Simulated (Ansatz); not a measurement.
Input for Ansatz (development build ahead of 0.2.0):

```yaml
crystal:
  periodic: [false, false, false]
  atoms:
    - { symbol: H, position_ang: [0.0, 0.0, -1.05] }
    - { symbol: C, position_ang: [0.0, 0.0, 0.0] }
    - { symbol: C, position_ang: [0.0, 0.0, 2.562] }
basis:
  gaussian: { orbitals: "6-31G" }
magnetization:
  spin_polarized: true
  initial_magnetization: 1
hamiltonian:
  xc: pbe
output:
  forces: true
```

The input is written out in the form of the current development build from the run's settings.

Output:

| Property | Result |
| --- | --- |
| Converged | yes |
| Total energy | -76.21601 hartree |
| Spin squared of the determinant | 1.700 |
| Stability test | minimum |

Forces (eV/Å):
```tsv
atom	Fx	Fy	Fz
H1	0.000	0.000	-2.961
C2	0.000	0.000	5.207
C3	0.000	0.000	-2.247
```

Caution: the unrestricted determinant is a mixture of spin states.
